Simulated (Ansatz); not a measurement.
# AlH3OSi (SMILES O=[SiH][AlH2]): a rigid scan of the bond length Si2–Al3

How does the energy rise as the bond length Si2–Al3 leaves its equilibrium value, and do density functionals follow CCSD(T)? No other atom is relaxed.

The runs use Ansatz 0.2.0, Gaussian basis; single points in def2-TZVPP.

Levels: PBE-D4, r2SCAN-D4, PBE0-D4, B3LYP-D4, wB97M-V, Hartree-Fock, MP2, CCSD, CCSD(T). The scan takes 2.216, 2.265, 2.337, 2.422, 2.516, 2.617, 2.724, 2.836, 2.954 Å.

Correlated methods freeze the cores. B3LYP uses VWN-RPA correlation.

36 further runs of the same task are left out: 36 set aside as unsound or not needed.

**1. Starting geometry**

SMILES `O=[SiH][AlH2]`, 6 atoms, charge 0, spin multiplicity 1.

Atoms are counted from 1 here; the program's logs count them from 0.

Bond lengths: O1–Si2 1.514 Å, Si2–Al3 2.439 Å, Si2–H4 1.517 Å, Al3–H5 1.574 Å, Al3–H6 1.567 Å. Angles: O1–Si2–Al3 142.2°, O1–Si2–H4 119.0°, Al3–Si2–H4 98.8°, Si2–Al3–H5 110.3°, Si2–Al3–H6 132.8°, H5–Al3–H6 116.9°.

Geometry (Å):

```
O    -0.6132   -2.3039    1.2079
Si   -0.3083   -1.2011    0.2168
Al    0.2868    1.1605    0.0850
H    -0.3389   -1.5154   -1.2670
H     0.4509    1.5987   -1.4178
H     0.5226    2.2613    1.1750
```

**2. Finding the minimum**

relax/in.yaml reads:

```yaml
crystal:
  periodic: [false, false, false]
  atoms:
    - {symbol: O, position_ang: [-0.613180, -2.303900, 1.207920]}
    - {symbol: Si, position_ang: [-0.308260, -1.201140, 0.216770]}
    - {symbol: Al, position_ang: [0.286830, 1.160500, 0.084990]}
    - {symbol: H, position_ang: [-0.338910, -1.515450, -1.266950]}
    - {symbol: H, position_ang: [0.450890, 1.598700, -1.417770]}
    - {symbol: H, position_ang: [0.522630, 2.261290, 1.175030]}
basis:
  gaussian: {orbitals: def2-TZVP}
hamiltonian: {xc: pbe0, dispersion: d4}
relax: {f_tol: 0.005, max_steps: 200}
```

The command line of these runs was not kept.

After this run come: Reference energies at the minimum; Si2–Al3 = 2.216 Å; Si2–Al3 = 2.265 Å; Si2–Al3 = 2.337 Å; Si2–Al3 = 2.422 Å; Si2–Al3 = 2.516 Å; Si2–Al3 = 2.617 Å; Si2–Al3 = 2.724 Å; Si2–Al3 = 2.836 Å; Si2–Al3 = 2.954 Å.

What does the calculation give? Wanted: highest point, CCSD(T); lowest point, CCSD(T); minimum along the scan, CCSD(T); RMS deviation from CCSD(T); largest T1 diagnostic.

The runs gave:

| quantity | value |
| --- | --- |
| highest point, CCSD(T) | 13.4 kcal/mol at 2.954 Å |
| lowest point, CCSD(T) | 0.0 kcal/mol at 2.462 Å |
| minimum along the scan, CCSD(T) | 2.465 Å |
| curvature there | 8.1 eV/Å² |
| RMS deviation from CCSD(T) | PBE-D4 0.8, r2SCAN-D4 0.4, PBE0-D4 0.3, B3LYP-D4 0.5, wB97M-V 0.6, Hartree-Fock 0.8, MP2 0.2, CCSD 0.1 kcal/mol |
| largest T1 diagnostic | 0.023 |

In words: A polynomial through the near points puts the CCSD(T) minimum 0.003 Å above the PBE0-D4 value. The well is lopsided: squeezing costs more than stretching by the same length. Curvature against CCSD(T): PBE-D4 -11 %, Hartree-Fock +4 %. CCSD follows the CCSD(T) curve best and PBE-D4 worst.
